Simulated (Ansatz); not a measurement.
in.yaml

```yaml
crystal:
  periodic: [false, false, false]
  atoms:
    - {symbol: Br, position_ang: [0.000000, 0.000000, 0.000000]}
    - {symbol: Be, position_ang: [0.000000, 0.000000, 1.719000]}
basis:
  gaussian: {orbitals: 6-31G}
total_charge: 1
magnetization: {spin_polarized: false}
hamiltonian: {xc: hf}
output: {orbitals: {seedname: orbitals}}
```

```sh
$ ansatz run in.yaml --threads 1 --pin off --events-out ev --progress --plain --max-ram 2393MiB
```

Problem. Roughly how long does this take on 1 thread of Arm Neoverse V2, shared host, and how much host memory?

Solution. 0.27 s wall and 0.15 GiB.

```
384 factors; integrals over basis functions are off by at most 3.0e-4 eV
mean field evaluation 1: about -70376.3297 eV, gradient 2.5e1 eV
mean field evaluation 2: about -70376.4108 eV, gradient 2.5e1 eV
mean field evaluation 4: about -70378.7847 eV, gradient 1.7e0 eV
mean field evaluation 8: about -70378.8210 eV, gradient 2.0e-1 eV
mean field -70378.82153201 eV, -2586.3739868228 hartree, gradient 1.2e-5 eV, S^2 0.000000; 0 other end points of the search recorded, 0 dependent functions left out
reference -70378.82153201 eV, -2586.3739868228 hartree; 19, 19 occupied and 19, 19 virtual orbitals, 384 factors
Total energy: -70378.82153201 eV, -2586.3739868228 hartree
```
